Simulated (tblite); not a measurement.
Run record: tight-binding relaxation, `N=P1(CC1)CC`.

Computed with GFN2-xTB geometry optimisation, gas phase (tblite 0.8.0). Start geometry: from a force field or distance geometry. The input is one job of a driver script: a line of settings, then coordinates in Å.

Command:
```bash
OMP_NUM_THREADS=1 python probes_run.py task.json out
```

Input:
```
{"job": {"kind": "relax", "xc": "GFN2-xTB", "basis": "xTB"}, "charge": 0, "multiplicity": 1}
C     -2.017600     0.175600     0.322500
C     -0.964700    -0.904000     0.268700
P      0.465800    -0.195900    -0.595400
N      0.756800    -0.674100    -2.063400
C      1.877200     0.070000     0.521400
C      1.178800     1.321600     0.034800
H     -2.675600     0.078200     1.206300
H     -2.566000     0.112000    -0.632700
H     -1.546800     1.188500     0.362400
H     -1.288500    -1.805500    -0.266800
H     -0.707800    -1.172700     1.335000
H      0.601300    -1.673700    -2.328400
H      1.734300    -0.119600     1.599400
H      2.844300    -0.229500     0.071600
H      0.492200     1.868000     0.741900
H      1.808800     1.970000    -0.588700
```

Task: Estimate the output.

Result: 
```
step      E/eV     max force
  0    -517.49616    2.691
  1    -517.74142    1.234
  2    -517.83048    0.950
  3    -517.91846    0.749
  4    -517.95648    0.408
  5    -517.97741    0.379
  6    -517.99191    0.351
  7    -518.00882    0.364
  8    -518.02591    0.369
  9    -518.04101    0.378
... (95 lines left out)
105    -518.18293    0.018
106    -518.18300    0.021
107    -518.18307    0.021
108    -518.18315    0.017
109    -518.18324    0.017
110    -518.18329    0.013
111    -518.18332    0.012
112    -518.18333    0.011
113    -518.18336    0.010
114    -518.18338    0.009
```

«max force» is the largest atomic force in eV/Å.

Task: From which step on does the largest force stay under 0.1 eV/Å, and how much energy is left to gain from there?

Result: From step 88 (0.053 eV/Å), 2.4 meV above the end.

Main results: energy lowered by 15.8 kcal/mol over 114 steps; largest atomic force 0.009 eV/Å at the end.

Task: Where do the atoms end?

Result: 0.498 Å rms from the input after alignment:
```
atom  x, y, z in Å
C1    -2.1737    0.0154    0.0703
C2    -0.9189   -0.6826    0.5714
P3     0.4914   -0.2162   -0.5425
N4     0.4525   -0.2923   -2.0999
C5     2.0115   -0.1311    0.4698
C6     1.3149    1.2245    0.1477
H7    -3.0456   -0.2846    0.6491
H8    -2.3452   -0.2319   -0.9766
H9    -2.0568    1.0957    0.1423
H10   -1.0371   -1.7695    0.5309
H11   -0.6777   -0.3962    1.5949
H12    0.2691   -1.2154   -2.4715
H13    2.0370   -0.4263    1.5091
H14    2.9459   -0.3043   -0.0476
H15    0.8932    1.7548    0.9912
H16    1.8318    1.8688   -0.5499
```

Hardware: one thread of an Arm Neoverse V1 (shared host). Cost: 0.62 s.
Labels such as C1 count atoms from 1, the log's own numbers from 0.
